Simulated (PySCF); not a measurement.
C3H8S2.
SMILES with atom numbers: `[CH3:1][CH2:2][S:3][S:4][CH3:5]` (hydrogens: H6, H7, H8 on C1; H9, H10 on C2; H11, H12, H13 on C5)

The same species was optimised twice, with GFN2-xTB and with PBE0-D3(BJ)/def2-SVP (PySCF), and the same property calculations (PySCF, gas phase) were run on both structures.

```tsv
coordinate	GFN2-xTB	PBE0-D3(BJ)/def2-SVP	change
S3–S4 (Å)	2.026	2.058	+0.032
C5–H12 (Å)	1.084	1.101	+0.017
C2–H9 (Å)	1.089	1.103	+0.014
S4–C5 (Å)	1.826	1.812	-0.014
C5–H13 (Å)	1.085	1.098	+0.013
C5–H11 (Å)	1.086	1.099	+0.013
C1–H6 (Å)	1.088	1.102	+0.014
C2–S3 (Å)	1.837	1.824	-0.013
C1–H8 (Å)	1.087	1.100	+0.013
C1–H7 (Å)	1.089	1.101	+0.012
C2–H10 (Å)	1.090	1.101	+0.011
C1–C2 (Å)	1.513	1.513	0.000
H9–C2–H10 (°)	109.2	106.8	-2.4
C1–C2–S3 (°)	111.9	114.2	+2.3
S4–C5–H11 (°)	109.7	111.5	+1.8
S4–C5–H13 (°)	109.3	110.7	+1.4
H11–C5–H12 (°)	110.2	108.8	-1.4
H12–C5–H13 (°)	110.5	109.3	-1.2
S3–C2–H9 (°)	104.0	103.1	-0.9
S3–C2–H10 (°)	107.7	108.6	+0.9
C1–C2–S3–S4 (°)	-66	-64	+2
C2–S3–S4–C5 (°)	-90	-86	+4
```

Rotational constants: A = 5263, B = 1868, C = 1733 MHz (GFN2-xTB) against A = 5046, B = 1874, C = 1730 MHz (PBE0-D3(BJ)/def2-SVP). Point groups within 0.08 Å: C1 and C1. Atoms that the bonding makes alike are paired by their places after alignment.

On the GFN2-xTB structure: HOMO (eV) -6.84 [PBE0/pcSseg-1]; LUMO (eV) -0.06 [PBE0/pcSseg-1]; dipole (D) 2.18 [PBE0/pcSseg-1]; GIAO shielding of C1 (ppm) 170.8 [PBE0/pcSseg-1]; GIAO shielding of C2 (ppm) 150.5 [PBE0/pcSseg-1]; GIAO shielding of S3 (ppm) 414.4 [PBE0/pcSseg-1]; GIAO shielding of S4 (ppm) 519.5 [PBE0/pcSseg-1]; GIAO shielding of C5 (ppm) 160.0 [PBE0/pcSseg-1].

**Question.** What do these properties become on the PBE0-D3(BJ)/def2-SVP structure?

**Answer.** 
| property | level | on GFN2-xTB | on PBE0-D3(BJ)/def2-SVP | change |
| --- | --- | --- | --- | --- |
| HOMO (eV) | PBE0/pcSseg-1 | -6.84 | -6.79 | +0.05 |
| LUMO (eV) | PBE0/pcSseg-1 | -0.06 | -0.28 | -0.22 |
| dipole (D) | PBE0/pcSseg-1 | 2.18 | 2.25 | +0.07 |
| energy, GFN2-xTB geometry as zero (kcal/mol) | PBE0/pcSseg-1 | 0.0 | -0.7 | -0.7 |
| GIAO shielding of C1 (ppm) | PBE0/pcSseg-1 | 170.8 | 169.3 | -1.5 |
| GIAO shielding of C2 (ppm) | PBE0/pcSseg-1 | 150.5 | 151.7 | +1.2 |
| GIAO shielding of S3 (ppm) | PBE0/pcSseg-1 | 414.4 | 392.3 | -22.1 |
| GIAO shielding of S4 (ppm) | PBE0/pcSseg-1 | 519.5 | 502.8 | -16.7 |
| GIAO shielding of C5 (ppm) | PBE0/pcSseg-1 | 160.0 | 160.1 | +0.1 |

The heavy atoms differ by 0.050 Å rms after alignment. Among all bonds S3–S4 changes most (+0.032 Å). Changes are differences of the printed values. Neither structure is proved a minimum here.

The values belong to the conformer `[CH3:1][CH2:2][S:3][S:4][CH3:5]`: C1–C2–S3–S4 -64°, C2–S3–S4–C5 -86°.
